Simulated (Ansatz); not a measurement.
`F[SiH2][AlH2]` and `[AlH2][SiH2]Cl` differ in one element.

Ansatz, PBE0-D4/def2-TZVP geometries, multiplicity 1. 

```
                                        property  `F[SiH2][AlH2]`
           HOMO energy (ωB97M-V/def2-TZVPP) / eV            -9.65
         HOMO–LUMO gap (ωB97M-V/def2-TZVPP) / eV             9.03
             LUMO energy (B3LYP/def2-TZVPP) / eV            -2.46
           LUMO energy (ωB97M-V/def2-TZVPP) / eV            -0.62
size of the dipole moment (B3LYP/def2-TZVPP) / D             1.34
  size of the dipole moment (PBE/def2-TZVPP) / D             1.21
```

Problem. What does the change do to each property? (Estimate.)

Solution. Computed: 
```csv
property,`[AlH2][SiH2]Cl`,shift
HOMO energy (ωB97M-V/def2-TZVPP) / eV,-9.55,0.10
HOMO–LUMO gap (ωB97M-V/def2-TZVPP) / eV,8.89,-0.14
LUMO energy (B3LYP/def2-TZVPP) / eV,-2.51,-0.05
LUMO energy (ωB97M-V/def2-TZVPP) / eV,-0.67,-0.05
size of the dipole moment (B3LYP/def2-TZVPP) / D,1.72,0.38
size of the dipole moment (PBE/def2-TZVPP) / D,1.55,0.34
```

With PBE0 the HOMO rises by 0.08 eV and the LUMO falls by 0.06 eV, so the gap narrows by about 0.14 eV. PBE moves the HOMO by 0.06 eV and ωB97M-V by 0.10 eV. Dipoles are sizes alone; their direction can turn.

B3LYP here is the variant with VWN-RPA as its local correlation; programs differ in this.
